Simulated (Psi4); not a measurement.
# BH2Cl (SMILES BCl), step by step

Aim: a structure relaxation (B3LYP-D3(BJ)/pcseg-1), then the harmonic vibrations, then a single-point energy (FNO-CCSD(T)/cc-pVTZ) of BH2Cl. 

The results are computed with Psi4 1.11.

### 1 Starting point

BH2Cl: 4 atoms, total charge 0, spin state singlet. As SMILES, `BCl`. All atoms were displaced at random from a relaxed shape. The run starts from this shape.

Bond lengths: B1–Cl2 1.730 Å, B1–H3 1.166 Å, B1–H4 1.289 Å. Angles: Cl2–B1–H3 119.5°, Cl2–B1–H4 116.7°, H3–B1–H4 123.2°.

### 2 A geometry optimisation at B3LYP-D3(BJ)/pcseg-1 (density fitting) (run 1)

File run.py:

```python
import psi4

psi4.set_memory(1600000000)
psi4.set_num_threads(1)
psi4.set_output_file('output.dat', False)

mol = psi4.geometry("""
0 1
B     -0.142088     0.017943    -0.028031
Cl     1.350125    -0.408840     0.735491
H     -1.106240    -0.592576     0.212937
H     -0.082206     0.901911    -0.963913
""")

psi4.set_options({
    'reference': 'rks',
    'geom_maxiter': 60,
})

result, w = psi4.optimize('b3lyp-d3bj/pcseg-1', molecule=mol, return_wfn=True)
print(f'b3lyp-d3bj/pcseg-1 energy: {result:.10f} Eh')
mol.save_xyz_file('final.xyz', False)
for k, v in sorted(psi4.core.scalar_variables().items()):
    print(f'{k:45s} {v:18.10f}')
```

Launch:

```console
$ python run.py
```

output.dat:

```text
[...]
  Running in c1 symmetry.
[...]
  Nuclear repulsion =   37.630430612302618
[...]
  Multiplicity = 1
[...]
  Nalpha       = 12
  Nbeta        = 12
[...]
    Number of basis functions: 42
[...]
   @DF-RKS iter   1:  -486.20781280366532   -2.91994e-01   6.27393e-03 DIIS/ADIIS
[...]
   @DF-RKS iter   6:  -486.26919516519229    1.13687e-13   1.18791e-09 DIIS
[...]
  @DF-RKS Final Energy:  -486.26919516519229
   => Energetics <=
    Nuclear Repulsion Energy =             37.4034745725239901
    One-Electron Energy =                -743.6643164990639434
    Two-Electron Energy =                 246.6261643636973702
    DFT Exchange-Correlation Energy =     -26.6314868378876213
    Empirical Dispersion Energy =          -0.0030307644621399
    VV10 Nonlocal Energy =                  0.0000000000000000
    Total Energy =                       -486.2691951651922864
[...]
  -Total Gradient:
     Atom            X                  Y                   Z
    ------   -----------------  -----------------  -----------------
       1        0.000146903262    -0.000007332450     0.000075531880
       2       -0.000072113972     0.000009707751    -0.000036411159
       3       -0.000017189701     0.000022505942    -0.000037240486
       4       -0.000057224925    -0.000024997851    -0.000001672118
[...]
    Final optimized geometry and variables:
    Molecular point group: c1
    Full point group: C1
    Geometry (in Angstrom), charge = 0, multiplicity = 1:
    B           -1.065313654154     0.296323812333    -0.592600107702
    CL           0.424226454546    -0.117992320443     0.235985872140
    H           -2.057356480027    -0.293964571700    -0.290258142594
    H           -1.024874036913     1.150995016601    -1.424364535518
[...]
```

Standard output:

```text
Optimizer: Optimization complete!
b3lyp-d3bj/pcseg-1 energy: -486.2691951652 Eh
B3LYP-D3(BJ) DISPERSION CORRECTION ENERGY          -0.0030307645
CURRENT ENERGY                                   -486.2691951652
CURRENT REFERENCE ENERGY                         -486.2691951652
DD SOLVATION ENERGY                                 0.0000000000
DFT FUNCTIONAL TOTAL ENERGY                      -486.2661644007
DFT TOTAL ENERGY                                 -486.2691951652
DFT VV10 ENERGY                                     0.0000000000
DFT XC ENERGY                                     -26.6314868379
DISPERSION CORRECTION ENERGY                       -0.0030307645
GRID ELECTRONS ALPHA                               12.0000007763
GRID ELECTRONS BETA                                12.0000007763
GRID ELECTRONS TOTAL                               24.0000015527
NUCLEAR REPULSION ENERGY                           37.4034745725
ONE-ELECTRON ENERGY                              -743.6643164991
OPTIMIZATION ITERATIONS                             7.0000000000
PCM POLARIZATION ENERGY                             0.0000000000
PE ENERGY                                           0.0000000000
SCF ITERATION ENERGY                             -486.2691951652
SCF ITERATIONS                                      6.0000000000
SCF TOTAL ENERGY                                 -486.2691951652
TWO-ELECTRON ENERGY                               246.6261643637
XC GRID RADIAL POINTS                              75.0000000000
XC GRID SPHERICAL POINTS                          302.0000000000
XC GRID TOTAL POINTS                            86588.0000000000
```

It took 12 s on 1 thread of Intel Xeon 6975P-C (Granite Rapids), shared host; peak memory 0.34 GiB.

Steps, from the record of the run:

| step | energy from the first frame kept (eV) | largest force (eV/Å) |
| --- | --- | --- |
| 0 | 0.0000 | 2.6109 |
| 1 | -0.1085 | 0.6428 |
| 2 | 0.0622 | 3.2541 |
| 3 | -0.0980 | 0.7757 |
| 4 | -0.1277 | 0.0927 |
| 5 | -0.1280 | 0.0258 |
| 6 | -0.1280 | 0.0085 |

After the run. Bond lengths: B1–Cl2 1.754 Å, B1–H3 1.193 Å, B1–H4 1.193 Å. Angles: Cl2–B1–H3 118.0°, Cl2–B1–H4 118.0°, H3–B1–H4 124.0°.

### 3 The harmonic vibrations at B3LYP-D3(BJ)/pcseg-1 (density fitting) (run 2)

File job.in:

```
memory 1600 mb

molecule {
  0 1
  B     -0.139147     0.009050    -0.078913
  Cl     1.350394    -0.405266     0.749673
  H     -1.131189    -0.581239     0.223429
  H     -0.098707     0.863721    -0.910677
}

set {
  basis                      pcseg-1
  t                          600.0
  rotational_symmetry_number 2
}

e = frequencies('b3lyp-d3bj2b')
print_variables()
```

Launch:

```console
$ psi4 job.in job.out -n 1
```

job.out:

```text
[...]
  Running in c1 symmetry.
[...]
  Nuclear repulsion =   37.403465384504386
[...]
  Multiplicity = 1
[...]
  Nalpha       = 12
  Nbeta        = 12
[...]
    Number of basis functions: 42
[...]
   @DF-RKS iter   1:  -486.21261530813911   -3.08264e-01   6.23502e-03 ADIIS/DIIS
[...]
   @DF-RKS iter   9:  -486.26919430341587   -8.98126e-12   3.68683e-09 DIIS
[...]
  @DF-RKS Final Energy:  -486.26919430341587
   => Energetics <=
    Nuclear Repulsion Energy =             37.3987775481000710
    One-Electron Energy =                -743.6551351008814663
    Two-Electron Energy =                 246.6212686438666992
    DFT Exchange-Correlation Energy =     -26.6310746982553646
    Empirical Dispersion Energy =          -0.0030306962458037
    VV10 Nonlocal Energy =                  0.0000000000000000
    Total Energy =                       -486.2691943034158726
[...]
  -Total Gradient:
     Atom            X                  Y                   Z
    ------   -----------------  -----------------  -----------------
       1        0.000279461987    -0.000267790345     0.000370396362
       2       -0.000100866207    -0.000023042983    -0.000012125287
       3       -0.000162269588    -0.000141966098     0.000084426118
       4       -0.000015956855     0.000432667011    -0.000442475124
[...]
  ==> Harmonic Vibrational Analysis <==
[...]
  Freq [cm^-1]                 817.5972            870.5673            997.8778
[...]
  IR activ [km/mol]            89.5842             10.3091             36.6523
[...]
  Freq [cm^-1]                1221.8028           2642.3764           2758.7112
[...]
  IR activ [km/mol]            92.4723             95.4539             111.3144
[...]
  Total E_0, Enthalpy at 0 [K]                                                         -486.24798786 [Eh]
[...]
```

It took 28 s on 1 thread of Intel Xeon 6975P-C (Granite Rapids), shared host; peak memory 0.32 GiB.

### 4 A single-point energy at FNO-CCSD(T)/cc-pVTZ (run 3)

File input.inp:

```
memory 1600 mb

molecule geom {
  0 1
  B     -0.139147     0.009050    -0.078913
  Cl     1.350394    -0.405266     0.749673
  H     -1.131189    -0.581239     0.223429
  H     -0.098707     0.863721    -0.910677
}

set basis cc-pVTZ
set reference rhf
set scf_type pk
set freeze_core true

energy("fno-ccsd(t)")
print_variables()
```

Launch:

```console
$ psi4 -n 1 input.inp input.out
```

input.out:

```text
[...]
  Running in c1 symmetry.
[...]
  Nuclear repulsion =   37.403465384504386
[...]
  Multiplicity = 1
[...]
  Nalpha       = 12
  Nbeta        = 12
[...]
    Number of basis functions: 92
[...]
   @RHF iter   1:  -485.38579301522662   -5.55354e-01   1.35681e-03 ADIIS/DIIS
[...]
   @RHF iter  10:  -485.39773911989857   -8.98126e-12   4.23811e-09 DIIS
[...]
  @RHF Final Energy:  -485.39773911989857
   => Energetics <=
    Nuclear Repulsion Energy =             37.4034653845043863
    One-Electron Energy =                -743.5715152809914343
    Two-Electron Energy =                 220.7703107765884170
    Total Energy =                       -485.3977391198985742
[...]
 Multipole Moments:
 ------------------------------------------------------------------------------------
     Multipole            Electronic (a.u.)      Nuclear  (a.u.)        Total (a.u.)
 ------------------------------------------------------------------------------------
 L = 1.  Multiply by 2.5417464519 to convert [e a0] to [Debye]
 Dipole X            :          1.9295256           -2.2619056           -0.3323800
 Dipole Y            :         -0.5363274            0.6288623            0.0925349
 Dipole Z            :          1.0734186           -1.2582990           -0.1848804
 Magnitude           :                                                    0.3914332
[...]
      * MP2 total energy:                   -485.691265157410
[...]
      * MP2 total energy:                   -485.691265157410
[...]
      * MP3 total energy:                   -485.719988745582
[...]
      * CCSD total energy:                  -485.721188554214
[...]
      * CCSD(T) total energy                -485.733381892642
[...]
```

Wall time 13 s (1 thread of Intel Xeon 6975P-C (Granite Rapids), shared host); peak memory 0.69 GiB.

### 5 Outcome

```
                                                                           quantity             value
                               run 1, B3LYP-D3(BJ)/pcseg-1: total energy at the end     -486.26920 Eh
                                         run 1, B3LYP-D3(BJ)/pcseg-1: dipole moment            0.81 D
                                           run 1, B3LYP-D3(BJ)/pcseg-1: HOMO energy          -8.49 eV
                                           run 1, B3LYP-D3(BJ)/pcseg-1: LUMO energy          -2.13 eV
                                         run 1, B3LYP-D3(BJ)/pcseg-1: HOMO–LUMO gap           6.36 eV
                                     run 1, B3LYP-D3(BJ)/pcseg-1: dispersion energy      -7.96 kJ/mol
                            run 2, B3LYP-D3(BJ)/pcseg-1: lowest harmonic wavenumber          818 cm⁻¹
                           run 2, B3LYP-D3(BJ)/pcseg-1: highest harmonic wavenumber         2759 cm⁻¹
                                     run 2, B3LYP-D3(BJ)/pcseg-1: zero-point energy       55.7 kJ/mol
run 2, B3LYP-D3(BJ)/pcseg-1: ideal-gas entropy at 600 K (symmetry number 2 as used)  64.0 cal/(mol K)
                                           run 3, FNO-CCSD(T)/cc-pVTZ: total energy     -485.73338 Eh
                    run 3, FNO-CCSD(T)/cc-pVTZ: HOMO energy (Hartree–Fock orbitals)         -11.98 eV
                    run 3, FNO-CCSD(T)/cc-pVTZ: LUMO energy (Hartree–Fock orbitals)           1.76 eV
                  run 3, FNO-CCSD(T)/cc-pVTZ: HOMO–LUMO gap (Hartree–Fock orbitals)          13.74 eV
            run 3, FNO-CCSD(T)/cc-pVTZ: correlation energy (6 core orbitals frozen)        -335.6 mEh
                                         run 3, FNO-CCSD(T)/cc-pVTZ: (T) correction        -12.19 mEh
                                          run 3, FNO-CCSD(T)/cc-pVTZ: T1 diagnostic             0.012
```

In words: The optimisation (run 1, B3LYP-D3(BJ)/pcseg-1) took 7 steps and changed the energy by -0.128 eV. All 6 modes (run 2, B3LYP-D3(BJ)/pcseg-1) are real, so the shape is a minimum at this level. The triples (run 3, FNO-CCSD(T)/cc-pVTZ) make up 3.6 % of the correlation energy.
